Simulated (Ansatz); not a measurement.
A calculation with Ansatz (development build ahead of 0.2.0).

```yaml
crystal:
  periodic: [false, false, false]
  atoms:
    - { symbol: C, position_ang: [0.02429, 0.0234, -0.43928] }
    - { symbol: C, position_ang: [0.02091, 1.16577, 0.18055] }
    - { symbol: C, position_ang: [0.02664, -1.17531, 0.17276] }
    - { symbol: H, position_ang: [-0.04054, 0.0158, -1.6144] }
    - { symbol: H, position_ang: [-0.0037, 2.18635, -0.33919] }
    - { symbol: H, position_ang: [0.0332, 1.19085, 1.3122] }
    - { symbol: H, position_ang: [-0.06967, -2.15271, -0.29744] }
    - { symbol: H, position_ang: [0.06884, -1.2385, 1.27532] }
basis:
  gaussian: { orbitals: STO-3G }
total_charge: 1
hamiltonian:
  xc: hf
correlation:
  method: mp2
  frozen_orbitals: { C: 1, H: 0 }
```

The input is written out in the form of the current development build from the run's settings.

Output:

| Item | Value |
| --- | --- |
| Converged | yes |
| Reference energy | -114.78636 hartree |
| Correlation energy | -0.16497 hartree |
| Total energy | -114.95133 hartree |
| Spin squared of the determinant | 0.000 |
